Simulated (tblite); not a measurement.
Compound: C3H6N (doublet state).
Z-matrix (Å and degrees, GFN2-xTB geometry), rows numbered from 1:
```
C 
C   1  1.3725
N   2  1.3050  1  121.25
C   3  1.4123  2  119.40  1   179.98
H   1  1.0742  2  121.38  3  -179.97
H   1  1.0744  2  119.94  3     0.01
H   2  1.0999  1  118.37  3  -179.99
H   4  1.0941  3  108.37  2   122.39
H   4  1.1007  3  114.37  2    -0.02
H   4  1.0942  3  108.40  2  -122.47
```

Calculated harmonic vibrations of the isolated species, GFN2-xTB (tblite), most abundant isotopes, no scaling. The method is semi-empirical: single wavenumbers can be off by several per cent or more. One conformer, not necessarily the lowest. Open shells enter through the occupations alone, without spin polarisation, and single modes of such species can be off by tens of per cent.

Harmonic wavenumbers (cm⁻¹): 155.9, 202.8, 304.1, 520.1, 531.6, 781.7, 922.3, 945.6, 1043.7, 1058.8, 1169.5, 1270.6, 1331.0, 1372.1, 1434.5, 1438.8, 1469.1, 1481.7, 2836.1, 2860.6, 2929.9, 2959.3, 3124.8, 3169.4.

A = 43623, B = 4495, C = 4180 MHz; mass 56.050 u (most abundant isotopes); point group Cs, symmetry number 1; spin multiplicity 2.

**Question.** Zero-point energy?

**Answer.** Half the sum of the wavenumbers: 17657 cm⁻¹ = 211.23 kJ/mol.

**Question.** What is S at 273.15 K and 1 bar for an ideal gas of classical rigid rotors and harmonic oscillators?

**Answer.** Translation 157.25, rotation 97.18, vibration 30.03, spin (R ln 2) 5.76: S = 290.2 J/(mol K).

**Question.** And Cp and H(273.15 K) − H(0)?

**Answer.** Cp = 74.65 J/(mol K), of which vibrations give 41.39 (their classical limit is 24 R = 199.5); H(273.15 K) − H(0) = 14.11 kJ/mol without the zero-point energy, 5.02 from vibrations.

**Question.** Which modes carry the vibrational entropy at 273.15 K?

**Answer.** 155.9 cm⁻¹: 10.18; 202.8 cm⁻¹: 8.15; 304.1 cm⁻¹: 5.23; 520.1 cm⁻¹: 2.13; 531.6 cm⁻¹: 2.03; 781.7 cm⁻¹: 0.70 J/(mol K); the other 18 give 1.61 together.

**Question.** How do the functions run with temperature in this model?

**Answer.** 
```csv
T (K),S (J/(mol K)),Cp (J/(mol K)),H − H(0) (kJ/mol),G − H(0) (kJ/mol),ln q(vib)
100,232.4,45.7,3.74,-19.50,0.18
200,269.1,61.8,9.12,-44.70,0.83
300,297.5,79.7,16.18,-73.06,1.62
500,346.9,115.9,35.85,-137.60,3.39
800,410.4,153.9,76.79,-251.49,6.22
1000,446.6,171.0,109.37,-337.26,8.08
```

q(vib) and H(0) count from the zero-point level.

**Question.** What must be added to the electronic energy to get the Gibbs energy at 273.15 K and 1 bar?

**Answer.** ZPE + [H(273.15 K) − H(0)] − T·S = 211.23 + 14.11 − 79.27 = 146.07 kJ/mol.

Hindered rotation and anharmonicity are outside this model. Other conformers, if any are populated, would add a mixing term that is left out.
